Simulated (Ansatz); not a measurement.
Results of PBE0 (Ansatz, a program for electronic structure, plane waves, PAW) for rock-salt BaO.

Total energies, extrapolated to zero smearing (they compare only within this program, potentials and cutoff; free atoms with spin allowed, lowest state found):

| system | energy (eV/atom) |
|---|---|
| rock-salt BaO, relaxed | -3261.5867 |
| free Ba atom | -5951.4939 |
| free O atom | -562.0541 |

Work out the cohesive energy per atom.

E_coh = [1 × (-5951.4939) + 1 × (-562.0541)]/2 − (-3261.5867) = 4.81 eV/atom. The reference value is 5.08 ± 0.03 eV/atom (worked out here from tabulated enthalpies at 298 K, copied from a table, unchecked, brought to a static lattice with a Debye model, atoms in their spin–orbit ground levels; inputs from the CRC Handbook), a difference of -0.27 eV/atom.

The PAW data were made under PBE.
